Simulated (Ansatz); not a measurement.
# C₂H₃FN₂: small, medium and large basis sets

An exercise on one series of results from a longer session: the logs are not shown, and one member is left open.

The runs use Ansatz 0.2.0, Gaussian basis; one geometry, several basis sets.

Levels to be run: PBE0-D4/def2-SVP; ωB97M-V/def2-SVP; PBE0-D4/def2-QZVPP; ωB97M-V/def2-QZVPP; the functionals' def2-TZVPP values are taken from earlier runs.

## The geometry

All runs share one geometry, relaxed beforehand with PBE0-D4 in a triple-zeta def2 set.

SMILES `C=NC(=N)F`, 8 atoms, charge 0, spin multiplicity 1.

Atoms are counted from 1 here; the program's logs count them from 0.

Bond lengths: C1–N2 1.266 Å, C1–H6 1.088 Å, C1–H7 1.092 Å, N2–C3 1.394 Å, C3–N4 1.249 Å, C3–F5 1.338 Å, N4–H8 1.017 Å. Angles: N2–C1–H6 118.0°, N2–C1–H7 123.8°, H6–C1–H7 118.2°, C1–N2–C3 119.1°, N2–C3–N4 126.1°, N2–C3–F5 115.6°, N4–C3–F5 118.3°, C3–N4–H8 108.6°.

Geometry (Å):

```mol
C2H3FN2
  3D, bonds by distance, orders not assigned

  8  7  0  0  0  0  0  0  0  0999 V2000
   -0.4420    1.3405    0.0235 C   0  0
   -0.5577    0.1126    0.3108 N   0  0
    0.4256   -0.7784   -0.1170 C   0  0
    0.4439   -2.0091    0.0925 N   0  0
    1.4315   -0.2388   -0.8145 F   0  0
   -1.2189    2.0212    0.3656 H   0  0
    0.3913    1.7546   -0.5471 H   0  0
   -0.3815   -2.2596    0.6304 H   0  0
  1  2  8  0
  2  3  8  0
  3  4  8  0
  3  5  8  0
  1  6  8  0
  1  7  8  0
  4  8  8  0
M  END
```

The first run:

The input, in.yaml:

```yaml
crystal:
  periodic: [false, false, false]
  atoms:
    - {symbol: C, position_ang: [-0.442027, 1.340506, 0.023456]}
    - {symbol: N, position_ang: [-0.557658, 0.112606, 0.310824]}
    - {symbol: C, position_ang: [0.425631, -0.778412, -0.116999]}
    - {symbol: N, position_ang: [0.443911, -2.009139, 0.092470]}
    - {symbol: F, position_ang: [1.431522, -0.238811, -0.814550]}
    - {symbol: H, position_ang: [-1.218877, 2.021179, 0.365621]}
    - {symbol: H, position_ang: [0.391320, 1.754610, -0.547088]}
    - {symbol: H, position_ang: [-0.381522, -2.259639, 0.630366]}
basis:
  gaussian: {orbitals: def2-SVP}
hamiltonian: {xc: pbe0, dispersion: d4}
output: {orbitals: {seedname: orbitals}}
```

On the command line:

```console
> ansatz run in.yaml --threads 2 --pin off --events-out ev --progress --plain --max-ram 4352MiB
```

Among the steps run: PBE0-D4 in def2-SVP; ωB97M-V in def2-SVP; PBE0-D4 in def2-QZVPP; ωB97M-V in def2-QZVPP.

One table of the session follows, with a row left open; its other results are not shown here.

```
functional       basis  HOMO (eV)  LUMO (eV)
   PBE0-D4    def2-SVP      -8.42      -1.94
   PBE0-D4  def2-TZVPP      -8.63      -2.10
   PBE0-D4  def2-QZVPP      -8.66      -2.15
   ωB97M-V    def2-SVP          ?          ?
   ωB97M-V  def2-TZVPP     -11.07       0.12
   ωB97M-V  def2-QZVPP     -11.10       0.04
```

**Question.** Estimate the row for ωB97M-V, def2-SVP.

The run gave: HOMO (eV): -10.83; LUMO (eV): 0.38. In the column «HOMO (eV)» it lies between ωB97M-V, def2-TZVPP (-11.07) and PBE0-D4, def2-QZVPP (-8.66).
